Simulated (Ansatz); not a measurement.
# [NH4]+ (ammonium): levels of theory compared

We compute a comparison of 6 runs (B2PLYP/3-21G, HSE06/6-31G, revPBE/3-21G, wB97M-V/6-31G, MP2/6-31G, CCSD(T)/6-31G) of [NH4]+ (ammonium). 

The calculation is run with Ansatz 0.2.0.

2 further runs of the same task are left out: 1 that didn't finish, 1 set aside as unsound or not needed.

**1. Starting point**

The species is [NH4]+ (5 atoms), meant as a singlet with charge +1. As SMILES, `[NH4+]`. The H2–N1 distance was set to 2.059 Å, away from the relaxed value. At this shape a bond of the SMILES string is far longer than usual.

Bond lengths: N1–H3 1.029 Å, N1–H4 1.030 Å, N1–H5 1.030 Å. Angles: H3–N1–H4 109.5°, H3–N1–H5 109.4°, H4–N1–H5 109.5°.

**2. The energy at B2PLYP/3-21G (run 1)**

run.yaml reads:

```yaml
crystal:
  periodic: [false, false, false]
  atoms:
    - {symbol: N, position_ang: [-0.455732, 0.450841, -0.805708]}
    - {symbol: H, position_ang: [0.455870, -0.450720, 0.805650]}
    - {symbol: H, position_ang: [-1.433712, 0.668331, -0.569148]}
    - {symbol: H, position_ang: [-0.431732, -0.186559, -1.613918]}
    - {symbol: H, position_ang: [0.042068, 1.321271, -1.039668]}
basis:
  gaussian:
    orbitals: 3-21G.json
accuracy: high
hamiltonian:
  xc: {name: B2PLYP}
correlation:
  frozen_orbitals: {H: 0, "N": 1}
total_charge: 1
```

The basis set 3-21G is read from a file made from the Basis Set Exchange's data (not shown).

The run is started by

```bash
ansatz run run.yaml --threads 1 --pin off --max-ram 2610MiB --events-out events.jsonl --progress --plain --runs-dir runs
```

The program printed:

```text
Warning: RAYON_NUM_THREADS=1 ignored (pool sized by the plan → 1); use --threads N
Functional definition: B2PLYP
  name "B2PLYP"
  parameter a = 0.53
  parameter c = 0.27
  exchange = (1 - a)*b88_x + a*exact_x
  correlation = (1 - c)*lyp_c + c*(mp2_os + mp2_ss)
333 factors; integrals over basis functions are off by at most 1.7e-8 eV
mean field evaluation 1: about -1521.2886 eV, gradient 7.1e1 eV
mean field evaluation 2: about -1521.2754 eV, gradient 7.1e1 eV
mean field evaluation 4: about -1530.9657 eV, gradient 1.4e1 eV
mean field evaluation 8: about -1531.7553 eV, gradient 1.4e-1 eV
mean field evaluation 16: about -1531.7554 eV, gradient 3.8e-8 eV
mean field -1531.75536995 eV, -56.2909715847 hartree, gradient 4.5e-8 eV, S^2 0.000000; 0 other end points of the search recorded, 0 dependent functions left out; unrestricted orbitals would lower it
1 core orbitals not correlated: weight in the atoms' cores, before any rotation towards them, 1.000 or more for the frozen orbitals, at most 0.000 for the correlated occupied ones
reference -1531.75538561 eV, -56.2909721602 hartree; 4, 4 occupied and 12, 12 virtual orbitals, 333 factors
second order -5.23036668 eV of doubles, -0.00000000 eV of singles
Total energy: -1533.16758462 eV, -56.3428695163 hartree
```

Wall time 0.44 s (1 thread of Intel Xeon 6975P-C (Granite Rapids), shared host).

**3. A single-point energy at HSE06/6-31G (run 2)**

run.yaml reads:

```yaml
crystal:
  periodic: [false, false, false]
  atoms:
    - {symbol: "N", position_ang: [-0.455732, 0.450841, -0.805708]}
    - {symbol: H, position_ang: [0.455870, -0.450720, 0.805650]}
    - {symbol: H, position_ang: [-1.433712, 0.668331, -0.569148]}
    - {symbol: H, position_ang: [-0.431732, -0.186559, -1.613918]}
    - {symbol: H, position_ang: [0.042068, 1.321271, -1.039668]}
basis:
  gaussian: {orbitals: 6-31G}
total_charge: 1
hamiltonian: {xc: hse06}
accuracy: high
```

The run is started by

```bash
ansatz run run.yaml --threads 1 --pin off --max-ram 2610MiB --events-out events.jsonl --progress --plain --runs-dir runs
```

The program printed:

```text
Warning: RAYON_NUM_THREADS=1 ignored (pool sized by the plan → 1); use --threads N
Functional definition: HSE06
  name "HSE06"
  parameter a = 0.25
  parameter omega = 0.11/bohr
  exchange = pbe_x - a*pbe_x_sr(omega) + a*exact_x_sr(omega)
  correlation = pbe_c
411 factors; integrals over basis functions are off by at most 3.3e-9 eV
63 factors; integrals over basis functions are off by at most 3.4e-10 eV
mean field evaluation 1: about -1524.1046 eV, gradient 8.6e1 eV
mean field evaluation 2: about -1492.6125 eV, gradient 1.1e2 eV
mean field evaluation 4: about -1540.4295 eV, gradient 1.6e1 eV
mean field evaluation 8: about -1541.3501 eV, gradient 5.4e-2 eV
mean field evaluation 16: about -1541.3501 eV, gradient 3.5e-6 eV
mean field -1541.35009853 eV, -56.6435713564 hartree, gradient 3.4e-8 eV, S^2 0.000000; 0 other end points of the search recorded, 0 dependent functions left out
reference -1541.35010010 eV, -56.6435714140 hartree; 5, 5 occupied and 12, 12 virtual orbitals, 411 factors
Total energy: -1541.35010010 eV, -56.6435714140 hartree
```

Run time: 0.38 s. Hardware: 1 thread of Intel Xeon 6975P-C (Granite Rapids), shared host.

**4. The energy at revPBE/3-21G (run 3)**

run.yaml reads:

```yaml
crystal:
  periodic: [false, false, false]
  atoms:
    - symbol: "N"
      position_ang: [-0.455732, 0.450841, -0.805708]
    - symbol: H
      position_ang: [0.455870, -0.450720, 0.805650]
    - symbol: H
      position_ang: [-1.433712, 0.668331, -0.569148]
    - symbol: H
      position_ang: [-0.431732, -0.186559, -1.613918]
    - symbol: H
      position_ang: [0.042068, 1.321271, -1.039668]
basis:
  gaussian:
    orbitals: 3-21G.json
accuracy: high
total_charge: 1
hamiltonian:
  xc: {name: revPBE}
```

The basis set 3-21G is read from a file made from the Basis Set Exchange's data (not shown).

The run is started by

```bash
ansatz run run.yaml --threads 1 --pin off --max-ram 2610MiB --events-out events.jsonl --progress --plain --runs-dir runs
```

The program printed:

```text
Warning: RAYON_NUM_THREADS=1 ignored (pool sized by the plan → 1); use --threads N
Functional definition: revPBE
  name "revPBE"
  parameter kappa = 1.245
  parameter beta = 0.06672455060314922
  exchange = pbe_x(kappa = kappa, mu = beta*pi^2/3)
  correlation = pbe_c(beta = beta)
333 factors; integrals over basis functions are off by at most 1.7e-8 eV
mean field evaluation 1: about -1517.1351 eV, gradient 9.3e1 eV
mean field evaluation 2: about -1475.9490 eV, gradient 1.2e2 eV
mean field evaluation 4: about -1530.1779 eV, gradient 3.6e1 eV
mean field evaluation 8: about -1535.3344 eV, gradient 5.5e-1 eV
mean field evaluation 16: about -1535.3184 eV, gradient 3.2e-6 eV
mean field -1535.31837569 eV, -56.4219096304 hartree, gradient 7.6e-8 eV, S^2 0.000000; 0 other end points of the search recorded, 0 dependent functions left out
reference -1535.31837786 eV, -56.4219097101 hartree; 5, 5 occupied and 12, 12 virtual orbitals, 333 factors
Total energy: -1535.31837786 eV, -56.4219097101 hartree
```

It took 0.3 s on 1 thread of Intel Xeon 6975P-C (Granite Rapids), shared host.

Runs 4 to 5 aren't shown in full; the table further down has their settings and results.

**5. The energy at CCSD(T)/6-31G (run 6)**

input.yaml reads:

```yaml
crystal:
  periodic: [false, false, false]
  atoms:
    - symbol: "N"
      position_ang: [-0.455732, 0.450841, -0.805708]
    - symbol: H
      position_ang: [0.455870, -0.450720, 0.805650]
    - symbol: H
      position_ang: [-1.433712, 0.668331, -0.569148]
    - symbol: H
      position_ang: [-0.431732, -0.186559, -1.613918]
    - symbol: H
      position_ang: [0.042068, 1.321271, -1.039668]
basis:
  gaussian:
    orbitals: 6-31G
scf:
  omitted_lower_state_checks: [cluster_reference, increment]
accuracy: high
total_charge: 1
correlation:
  method: ccsd_t
  frozen_orbitals: {H: 0, "N": 1}
```

The run is started by

```bash
ansatz run input.yaml --threads 1 --pin off --max-ram 2610MiB --events-out events.jsonl --progress --plain --runs-dir runs
```

The program printed (excerpt; [...] marks lines left out):

```text
Warning: RAYON_NUM_THREADS=1 ignored (pool sized by the plan → 1); use --threads N
Functional definition: HF
  name "HF"
[...]
411 factors; integrals over basis functions are off by at most 3.3e-9 eV
[...]
mean field -1532.62986453 eV, -56.3231086678 hartree, gradient 5.2e-8 eV, S^2 0.000000; 0 other end points of the search recorded, 0 dependent functions left out; unrestricted orbitals would lower it
1 core orbitals not correlated: weight in the atoms' cores, before any rotation towards them, 1.000 or more for the frozen orbitals, at most 0.000 for the correlated occupied ones
reference -1532.62986453 eV, -56.3231086678 hartree; 4, 4 occupied and 12, 12 virtual orbitals, 411 factors
second order -3.93276419 eV of doubles, -0.00000000 eV of singles
cycle   1  -4.08206070 eV  change   -1.5e-1 eV  update   1.0e-1
[...]
cycle  22  -4.57722345 eV  change   1.1e-10 eV  update  4.6e-11
perturbative correction -0.12578587 eV, -0.0046225454 hartree
Total energy: -1537.33287385 eV, -56.4959410722 hartree
Checks for a lower state left out: cluster_reference, increment
```

Run time: 0.12 s. Hardware: 1 thread of Intel Xeon 6975P-C (Granite Rapids), shared host.

**6. Overview of the runs**

| run | level | frozen core orbitals | energy (Eh) | wall time |
| --- | --- | --- | --- | --- |
| 1 | B2PLYP/3-21G | 1 | -56.342870 | 0.44 s |
| 2 | HSE06/6-31G | – | -56.643571 | 0.38 s |
| 3 | revPBE/3-21G | – | -56.421910 | 0.3 s |
| 4 | wB97M-V/6-31G | – | -56.676365 | 2.6 s |
| 5 | MP2/6-31G | 1 | -56.467635 | 0.1 s |
| 6 | CCSD(T)/6-31G | 1 | -56.495941 | 0.12 s |

**7. Results**

| quantity | value |
| --- | --- |
| run 6: total energy | -56.49594 Eh |
| run 6: correlation energy (1 core orbital frozen) | -172.8 mEh |
| run 6: (T) correction | -4.62 mEh |
| run 6: T1 diagnostic | 0.045 |

**Reading.** Totals of different functionals can't be ranked against each other. In run 6 the T1 diagnostic is large, so a single reference may not serve. In runs 1, 5, 6 the log says that unrestricted orbitals would lower the reference, so the values rest on an unstable closed-shell determinant (other closed-shell runs at this shape may share the fault). All runs together took 3.9 s, the longest 2.6 s.
